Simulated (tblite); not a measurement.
Problem. Write Cartesian coordinates for `CC(C)/C=[C]\Cl` [radical] as optimised with GFN2-xTB. (Doublet state.)

Solution. 
```xyz
14
C5H8Cl angstrom
C      0.268    1.413    0.498
C     -0.022    0.119   -0.257
C     -1.492   -0.274   -0.140
C      0.842   -0.999    0.316
C      1.736   -1.688   -0.328
Cl     2.320   -1.711   -1.883
H     -0.325    2.227    0.086
H      1.320    1.676    0.417
H      0.019    1.304    1.552
H      0.236    0.249   -1.312
H     -1.767   -0.411    0.903
H     -2.122    0.505   -0.564
H     -1.683   -1.202   -0.673
H      0.670   -1.210    1.362
```

Orientation and origin are arbitrary. Atoms count from 1 in this order. C4 (carbon bonded to 2 C and H) is planar (angles 126.3°, 119.1° and 114.6°, sum 360.0°, 0.00 Å off the plane of its three neighbours). Of the pairs four or more bonds apart, Cl6···H10 is among the closest relative to their van der Waals radii: 2.92 Å, 99 % of the sum of Bondi's values. The 4 C–C bonds span 1.299 Å (C4=C5, drawn double) to 1.526 Å (C1–C2, drawn single), a spread of 0.227 Å.

Bonds between heavy atoms (Å): C1–C2 1.526, C2–C3 1.526, C2–C4 1.524, C4=C5 1.299, C5–Cl6 1.661.

The geometry is computed with GFN2-xTB (gas phase). This method treats the open shell by occupation alone, without spin polarisation.

Point group: Cs (tolerance 0.08 Å). Its GFN2-xTB frequencies are all real (lowest 34 cm⁻¹). Torsions: C1–C2–C4–C5 -119°. 3 starts were optimised and ended at 0.00, 0.00 and 1.79 kcal/mol (GFN2-xTB); the lowest of these is shown.

Time: 0.84 s wall. Hardware: one thread, Arm Neoverse V1 (aarch64), no GPU (shared host). These figures are those of the optimisation.

One conformer stands for the species.
